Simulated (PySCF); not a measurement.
From one molecule to another.

First species: N-methyl-1,3-propanediamine, C₄H₁₂N₂.
SMILES: `CNCCCN`

Second species: C5H10.
SMILES with atom numbers: `[CH3:1][CH2:2][CH:3]1[CH2:4][CH2:5]1` (hydrogens: H6, H7, H8 on C1; H9, H10 on C2; H11 on C3; H12, H13 on C4; H14, H15 on C5)

Levels: B3LYP/def2-SVPD for dipole moment, HOMO energy, LUMO energy, HOMO–LUMO gap, static isotropic polarisability and electronic spatial extent ⟨r²⟩ about the centre of nuclear charge; TDDFT B3LYP/def2-SVPD for lowest singlet excitation; TDA B3LYP/def2-SVPD for lowest triplet excitation (Tamm–Dancoff); ΔSCF B3LYP/def2-SVPD for vertical ionisation energy; PBE0-D3(BJ)/def2-SVP for rotational constant A and rotational constant C. Geometries: PBE0-D3(BJ)/def2-SVP. All species are isolated and taken at one optimised geometry, non-relativistic unless stated. Electronic properties by PySCF.

The conformers computed, where there is a choice (atom-mapped SMILES and torsion angles):
- `[CH3:1][NH:2][CH2:3][CH2:4][CH2:5][NH2:6]`: C1–N2–C3–C4 71°, N2–C3–C4–C5 67°, C3–C4–C5–N6 -64°, H–N6–C5–C4 177°, H–N6–C5–C4 -65°
- `[CH3:1][CH2:2][CH:3]1[CH2:4][CH2:5]1`: C1–C2–C3–C4 -82°

Problem. Which has the higher dipole moment?

Solution. The first: 2.57 D against 0.11 D, a difference of 2.46 D.

Problem. Which of the two has the higher static isotropic polarisability, and by how much?

Solution. The first: 70.0 au against 60.6 au, a difference of 9.4 au.

Problem. Which of the two has the higher T1 energy, and by how much?

Solution. The second: 7.31 eV against 5.00 eV, a difference of 2.31 eV.

Problem. Which has the higher vertical ionisation energy?

Solution. The second: 10.02 eV against 7.85 eV, a difference of 2.17 eV.

Problem. Which has the higher rotational constant A?

Solution. The second: 11.889 GHz against 5.219 GHz, a difference of 6.670 GHz.

Problem. Which has the higher LUMO energy?

Solution. The second: 0.64 eV against 0.26 eV, a difference of 0.38 eV.

Problem. Which of the two has the higher ⟨r²⟩, and by how much?

Solution. The first: 726 bohr² against 512 bohr², a difference of 214 bohr².

Problem. Which has the higher HOMO–LUMO gap?

Solution. The second: 8.36 eV against 5.88 eV, a difference of 2.48 eV.

On the first: A dipole of 2.57 D is allowed in C1, and pure rotational transitions are dipole-allowed. S1 lies 0.81 eV below the HOMO–LUMO gap; its leading configuration is HOMO→LUMO, weight 0.97.

On the second: The principal polarisabilities are 54.4, 58.8 and 68.7 au; their mean is the isotropic value. The polarisability is 8.99 Å³ as a volume (1 au = 0.148185 Å³), or 1.52 au for each of the 40 electrons.
